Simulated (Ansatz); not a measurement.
Input file:

```yaml
crystal:
  periodic: [false, false, false]
  atoms:
    - {symbol: Si, position_ang: [0.000000, -0.078870, 0.665530]}
    - {symbol: C, position_ang: [0.000000, 0.038824, -1.223517]}
    - {symbol: H, position_ang: [0.000000, 1.437843, 0.873048]}
    - {symbol: H, position_ang: [0.000000, -0.930054, -1.724242]}
    - {symbol: H, position_ang: [0.873556, 0.613614, -1.556876]}
    - {symbol: H, position_ang: [-0.873557, 0.613614, -1.556876]}
basis:
  gaussian: {orbitals: cc-pVDZ}
total_charge: 1
magnetization: {spin_polarized: false, initial_magnetization: 1}
correlation: {method: ccsd_t, electrons: all}
output: {forces: true}
```

```sh
$ ansatz run in.yaml --threads 1 --pin off --events-out ev --progress --plain --max-ram 2393MiB
```

Output:

```
489 factors; integrals over basis functions are off by at most 1.1e-3 eV
mean field evaluation 1: about -8941.8620 eV, gradient 3.9e1 eV
mean field evaluation 2: about -8941.9114 eV, gradient 3.9e1 eV
mean field evaluation 4: about -8946.4734 eV, gradient 2.9e0 eV
mean field evaluation 8: about -8946.5799 eV, gradient 1.6e-1 eV
mean field evaluation 16: about -8941.8608 eV, gradient 3.9e1 eV
mean field evaluation 32: about -8944.0780 eV, gradient 9.0e0 eV
mean field evaluation 64: about -8944.8433 eV, gradient 8.0e0 eV
mean field -8946.58032410 eV, -328.7807627008 hartree, gradient 2.2e-6 eV, S^2 0.750000; 2 other end points of the search recorded, 0 dependent functions left out
mean field evaluation 96: about -8946.6431 eV, gradient 2.6e-2 eV
determinant -8946.58032410 eV, -328.7807627008 hartree, with singles and doubles -8953.42655510 eV, -329.0323570495 hartree
determinant -8943.41567295 eV, -328.6644639161 hartree, with singles and doubles -8950.80390168 eV, -328.9359763140 hartree
determinant -8943.38756168 eV, -328.6634308459 hartree, with singles and doubles -8950.69828228 eV, -328.9320948726 hartree
reference -8946.58032410 eV, -328.7807627008 hartree; 12, 11 occupied and 40, 41 virtual orbitals, 489 factors
second order -5.90169039 eV of doubles, -0.03298989 eV of singles
cycle   1  -6.84634759 eV  change   -1.2e-4 eV  update   7.7e-4
cycle   2  -6.84639434 eV  change   -4.7e-5 eV  update   5.0e-4
cycle   3  -6.84634152 eV  change    5.3e-5 eV  update   2.6e-4
cycle   4  -6.84637061 eV  change   -2.9e-5 eV  update   1.4e-4
cycle   5  -6.84654732 eV  change   -1.8e-4 eV  update   6.8e-5
cycle   6  -6.84658157 eV  change   -3.4e-5 eV  update   4.0e-5
cycle   7  -6.84650704 eV  change    7.5e-5 eV  update   1.6e-5
cycle   8  -6.84650221 eV  change    4.8e-6 eV  update   3.4e-6
cycle   9  -6.84650530 eV  change   -3.1e-6 eV  update   1.3e-6
perturbative correction -0.19326225 eV, -0.0071022567 hartree
the calculation of the forces begins
Total energy: -8953.62009165 eV, -329.0394693865 hartree
Atom 0 at     0.000000    -0.078870     0.665530 Å, force    -0.000000     1.801609    -1.398001 eV/Å
Atom 1 at     0.000000     0.038824    -1.223517 Å, force     0.000000    -1.482080    -0.007317 eV/Å
Atom 2 at     0.000000     1.437843     0.873048 Å, force     0.000000    -0.448206     1.130024 eV/Å
Atom 3 at     0.000000    -0.930054    -1.724242 Å, force    -0.000000    -0.335967    -0.371367 eV/Å
Atom 4 at     0.873556     0.613614    -1.556876 Å, force     0.580971     0.232322     0.323330 eV/Å
Atom 5 at    -0.873557     0.613614    -1.556876 Å, force    -0.580971     0.232322     0.323330 eV/Å
Dipole moment:     0.000000    -0.065652     0.303697 e Å
```

Forces (eV/Å):
```
Si   0.000  1.802 -1.398
C    0.000 -1.482 -0.007
H    0.000 -0.448  1.130
H    0.000 -0.336 -0.371
H    0.581  0.232  0.323
H   -0.581  0.232  0.323
```

Ran on 1 thread of Arm Neoverse V1, shared host: 29 s wall, 0.28 GiB peak host memory.
